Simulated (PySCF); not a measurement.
## Exact simulation of a proton spin system

Molecule: `FC(=O)C1CC1`, C4H5FO.

Molfile (atoms numbered from 1):
```
C4H5FO
     RDKit          3D

 11 11  0  0  0  0  0  0  0  0999 V2000
    1.9058   -0.0709   -1.0586 O   0  0  0  0  0  0  0  0  0  0  0  0
    1.4398    0.5027   -0.1340 C   0  0  0  0  0  0  0  0  0  0  0  0
    2.1803    1.3927    0.5577 F   0  0  0  0  0  0  0  0  0  0  0  0
    0.0870    0.3893    0.4199 C   0  0  0  0  0  0  0  0  0  0  0  0
   -0.5660   -0.9724    0.3436 C   0  0  0  0  0  0  0  0  0  0  0  0
   -1.0258    0.1009   -0.5619 C   0  0  0  0  0  0  0  0  0  0  0  0
   -0.1264    1.0143    1.2750 H   0  0  0  0  0  0  0  0  0  0  0  0
   -1.1862   -1.2495    1.1856 H   0  0  0  0  0  0  0  0  0  0  0  0
    0.0366   -1.7657   -0.0788 H   0  0  0  0  0  0  0  0  0  0  0  0
   -1.9743    0.5836   -0.3675 H   0  0  0  0  0  0  0  0  0  0  0  0
   -0.7313    0.0418   -1.6015 H   0  0  0  0  0  0  0  0  0  0  0  0
  1  2  2  0
  2  3  1  0
  2  4  1  0
  4  5  1  0
  5  6  1  0
  6  4  1  0
  4  7  1  0
  5  8  1  0
  5  9  1  0
  6 10  1  0
  6 11  1  0
M  END
```

Theoretical values (PySCF): J couplings at B3LYP/pcJ-2 (spin–dipole term only in couplings to heteroatoms), structure optimised with PBE0-D3(BJ)/def2-TZVP, B97-2/pcSseg-2 with gauge-including orbitals. Fast rotation and ring inversion assumed for equivalent nuclei, single conformer, non-relativistic, no solvent.

Referencing at the same level of theory: ¹H (σref 31.64) vs TMS.

Shifts (ppm): F3 51.0, H7 1.49, H8/H10 0.98, H9/H11 1.17.
Couplings (Hz): F3–H7: -4.9; F3–H8, F3–H10: -0.5; F3–H9, F3–H11: -0.2; H7–H8, H7–H10: 9.2; H7–H9, H7–H11: 4.9; H8–H9, H10–H11: -4.4; H8–H10: 10.6; H8–H11, H9–H10: 8.2; H9–H11: 11.5.

The 6-spin Hamiltonian (Zeeman plus full scalar coupling among like nuclei) was diagonalised exactly; lines are Lorentzian, 0.5 Hz wide, and the maxima above 3 % are listed with the tallest set to 100.

Task: Give the ¹H peak list of this spin system at 80 MHz.

Result: 
δ in ppm (height): 1.650 (7), 1.641 (5), 1.613 (4), 1.593 (7), 1.576 (7), 1.552 (8), 1.538 (15), 1.516 (6), 1.487 (13), 1.479 (14), 1.459 (9), 1.439 (9), 1.429 (15), 1.400 (10), 1.384 (9), 1.367 (20), 1.311 (20), 1.253 (4), 1.225 (32), 1.180 (100), 1.166 (28), 1.151 (42), 1.131 (22), 1.121 (26), 1.104 (29), 1.095 (22), 1.087 (21), 1.080 (23), 1.074 (27), 1.069 (28), 1.049 (74), 1.042 (72), 1.004 (23), 0.997 (24), 0.974 (20), 0.968 (20), 0.952 (22), 0.946 (18), 0.936 (17), 0.930 (21), 0.922 (17), 0.906 (11), 0.901 (11), 0.886 (10), 0.878 (9), 0.815 (5), 0.809 (5)

Task: And at 500 MHz?

Result: 
```tsv
Hz	ppm	height
761.8	1.524	8
756.9	1.514	24
752.0	1.504	28
747.7	1.495	43
742.8	1.486	44
738.5	1.477	31
733.6	1.467	29
728.7	1.457	11
594.5	1.189	16
593.8	1.188	18
589.8	1.180	54
589.2	1.179	69
585.7	1.171	100
584.4	1.169	61
581.8	1.164	30
580.9	1.162	89
577.1	1.154	20
576.1	1.152	17
563.8	1.127	4
559.2	1.118	4
501.1	1.002	14
500.6	1.001	16
500.2	1.000	17
499.7	0.999	16
496.5	0.993	68
496.0	0.992	68
492.9	0.986	47
492.4	0.985	58
491.8	0.984	41
490.6	0.981	18
488.5	0.977	16
487.1	0.974	75
483.4	0.967	51
479.2	0.958	12
478.7	0.957	14
478.0	0.956	10
```

Task: Among coupled protons with different shifts, which pair is furthest from first order, and how does the field change that?

Result: H8 and H11: Δν/J is about 1.9 at 80 MHz (strongly coupled) and 11.6 at 500 MHz (close to first order). J in Hz doesn't depend on the field, while Δν in Hz grows in proportion to it. The system also holds chemically equivalent protons that couple differently to a partner (AA′BB′ or AA′XX′ type), and that part stays second order at any field.

Vicinal couplings across rotatable single bonds and in flexible rings belong to the one computed conformer; a conformer average would change them.
